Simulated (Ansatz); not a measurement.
The cluster SiB2⁻. The state is a doublet with charge -1. Geometry r2SCAN-D4/def2-TZVP, that of the neutral singlet; atoms count from 1.

```xyz
3

B    -0.8386   -0.4237   -0.1525
B    -0.1310    0.9055   -0.2625
Si    0.9695   -0.4818    0.4150
```

The structure comes from a short search, and lower isomers may exist.

(1) Estimate the Mulliken populations from the PBE0/def2-TZVPD orbitals of Ansatz.

(2) Where does the spin sit?

(3) And the Mayer bond orders between heavy atoms (over 0.3)?

## Answers

(1) 
```
atom  charge (e)  spin (α − β)
  B1       -0.17          0.62
  B2       -0.17          0.62
 Si3       -0.66         -0.24
```
Mulliken values depend strongly on the basis. With diffuse functions, as here, like atoms can get unlike values, and bond orders can come out too low or too high.

(2) Summed by element: B 1.24, Si -0.24, of 1 unpaired in all. Largest on single atoms: B1 0.62, B2 0.62, Si3 -0.24.

(3) B1–B2 1.77 (1.51 Å); B1–Si3 1.19 (1.90 Å); B2–Si3 1.19 (1.90 Å).
